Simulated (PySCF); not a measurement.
SiEtH3, C2H8Si.
Structure used (PBE0-D3(BJ)/def2-SVP), in Å, numbered top down from 1:
```
atom  x, y, z in Å
Si1   -0.3082   -0.4275   -1.3805
C2    -0.2783   -0.4111    0.5058
C3     0.5221    0.7406    1.1061
H4     0.1224   -1.3824    0.8441
H5    -1.3248   -0.3812    0.8560
H6     0.5073    0.7172    2.2071
H7     1.5776    0.7074    0.7924
H8     0.1218    1.7189    0.7951
H9     1.0851   -0.4753   -1.9264
H10   -0.9669    0.8096   -1.9068
H11   -1.0580   -1.6162   -1.8930
```

Theory: TDDFT wB97X-D/def2-SVPD, vertical, gas phase, core orbitals frozen in the response (PySCF).

Ground-to-excited transition dipoles (e·a0, same axes as the geometry; the sign carries no meaning), for the states with f of 0.002 or more among the lowest 7:

| state | E (eV) | μx | μy | μz |
| --- | --- | --- | --- | --- |
| S1 | 8.146 | 0.043 | 0.068 | -0.316 |
| S2 | 8.716 | -0.021 | -0.153 | 0.100 |
| S3 | 8.739 | 0.261 | -0.136 | -0.032 |
| S4 | 8.924 | -0.189 | -0.296 | -0.126 |
| S5 | 9.047 | 0.083 | -0.035 | 0.077 |
| S6 | 9.203 | -0.042 | -0.074 | -1.164 |
| S7 | 9.236 | 0.374 | -0.236 | 0.003 |

(1) What oscillator strength does each state have?

(2) What angle do the transition dipoles of S6 and S7 make?

(3) What peak molar absorption coefficient would the strongest computed level give as a lone Gaussian band 0.4 eV wide at half height?

## Answers

(1) f = (2/3) ΔE |μ|² with ΔE in hartree (27.2114 eV).

| state | \|μ\|² (au) | \|μ\| (D) | f |
| --- | --- | --- | --- |
| S1 | 0.106 | 0.83 | 0.021 |
| S2 | 0.034 | 0.47 | 0.007 |
| S3 | 0.087 | 0.75 | 0.019 |
| S4 | 0.139 | 0.95 | 0.030 |
| S5 | 0.014 | 0.30 | 0.003 |
| S6 | 1.361 | 2.97 | 0.307 |
| S7 | 0.196 | 1.13 | 0.044 |

(2) |cos θ| = |μa·μb| / (|μa| |μb|) = 0.00, so θ ≈ 90° (taken between 0 and 90°, since the signs are arbitrary).

(3) ε(max) = 2.175×10⁸ f / FWHM, with the width in cm⁻¹. S6: 2.175×10⁸ × 0.3070 / 3226 ≈ 21000 L mol⁻¹ cm⁻¹.

On an Arm Neoverse V1 with one thread (shared host), this took 9.1 s.

Without π bonds the low states may be Rydberg-like; a valence basis with one diffuse set may place them up to an eV too high.
